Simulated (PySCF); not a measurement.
Species: C4H4N (charge -1, singlet). It need not be the lowest isomer of its formula. Whether it binds its extra electron was not tested at this geometry. 
Geometry from a B3LYP-D3(BJ)/def2-TZVP (Ansatz) optimisation:
```xyz
9

N     -0.0018     0.0036     1.2272
C      0.0016     1.0810     0.3973
C     -0.0028    -1.0787     0.4036
C      0.0029     0.7054    -0.9510
C     -0.0001    -0.7110    -0.9469
H      0.0031     2.0891     0.7999
H     -0.0055    -2.0844     0.8121
H      0.0055     1.3594    -1.8145
H     -0.0001    -1.3700    -1.8065
```
Charge -1, spin multiplicity 1.

Dispersion corrections to the total energy (kcal/mol) from the dftd3 and dftd4 libraries through PySCF: D3(BJ) without and D4 with the three-body term, each with the damping fitted for the functional named.

```csv
functional,D3(BJ),D4
PBE0,-3.64,-4.30
BP86,-6.60,(withheld)
HF,-39.38,(withheld)
HSE06,-2.62,-3.95
PW6B95,-1.98,-4.68
r2SCAN,-1.13,-1.25
BLYP,-9.21,(withheld)
```

Problem. What belongs in the gaps?

Solution. 
- BP86, D4: -6.69
- HF, D4: -21.06
- BLYP, D4: -11.95
